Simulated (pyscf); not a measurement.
H₃Si–SeH + H atom (H•) → SeH• + silane (SiH₄), a substitution at Si (doublet surface; Se–Si broken, H–Si formed). Optimised with ωB97X-D3(BJ)/def2-SVP in PySCF. Correlated levels are frozen-core, on RHF or UHF. ΔMP2 is the change of the MP2 total energy from the triple- to the quadruple-zeta basis. Energies in eV from the separated reactants.

Small-basis levels: PySCF, no dispersion term, spherical d functions. AM1 to PM7: differences of heats of formation from MOPAC. GFN2-xTB: tblite. Open shells are spin-unrestricted. 

```tsv
level	barrier	reaction energy
HF/STO-3G	1.35	-1.08
MP2/6-31G*+LANL2DZ	0.90	-0.79
BP86/6-31G*+LANL2DZ	-0.05	-0.93
B3LYP/STO-3G	0.27	-1.21
B3LYP/6-31G*+LANL2DZ	0.16	-1.07
B3LYP/6-311+G**+LANL2DZ	0.10	-1.10
GFN2-xTB	0.10	-0.72
AM1	-0.63	-1.14
PM7	0.24	+0.73
CCSD(T)/def2-TZVPP + ΔMP2(QZVPP)	0.24	-0.63
```

Against the last row the barrier runs from -0.87 (AM1) to +1.11 eV (HF/STO-3G). At BP86/6-31G*+LANL2DZ, AM1, PM7 this geometry lies under one side, so the entry may be no barrier of that level: it is a single point on another level's saddle. CCSD(T)/def2-TZVPP + ΔMP2(QZVPP) has limits of its own. One saddle was located; it need not be the lowest between these sides. The angle at the attacked Si is 61° (front-side attack). The CCSD(T) − MP2 part came from Ansatz, without density fitting, on the same reference. The frozen core leaves the outer d or s,p core shells of the metals and heavy elements correlated in the MP2 and CC values, and def2-TZVPP describes them poorly, which can shift differences by a few kcal/mol. Left out: the spin-orbit lowering of SeH, which is large for Br, Se, Te and I. In the def2 sets elements up to Kr have no core potential.
